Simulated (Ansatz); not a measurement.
System: C2H2Cl, net charge -1, singlet state. It need not be the lowest isomer of its formula. Whether it binds its extra electron was not tested at this geometry. 
Structure (B3LYP-D3(BJ)/def2-TZVP (Ansatz, a program for electronic structure) minimum search):
```
C
C 1 1.3406
H 1 1.0904 2 127.60
H 1 1.0915 3 116.38 2 180.00
Cl 2 1.9798 1 106.86 3 0.00
```
Charge -1, spin multiplicity 1.

Basis-set convergence of Hartree-Fock and CCSD(T) correlation energies (hartree) with Ansatz. Cores are frozen in the correlated levels unless marked. No spin-orbit coupling. Non-relativistic.

| basis | functions | E(HF) | E(corr, CCSD(T)) | rough core time |
|---|---|---|---|---|
| aug-cc-pV(D+d)Z | 96 | -536.34776 | -0.48746 | under 20 s |
| aug-cc-pV(T+d)Z | 193 | (withheld) | (withheld) | 40 s |

**Question.** Fill in the missing entries.

**Answer.** 
- aug-cc-pV(T+d)Z, E(HF): -536.37634
- aug-cc-pV(T+d)Z, E(corr, CCSD(T)): -0.58998
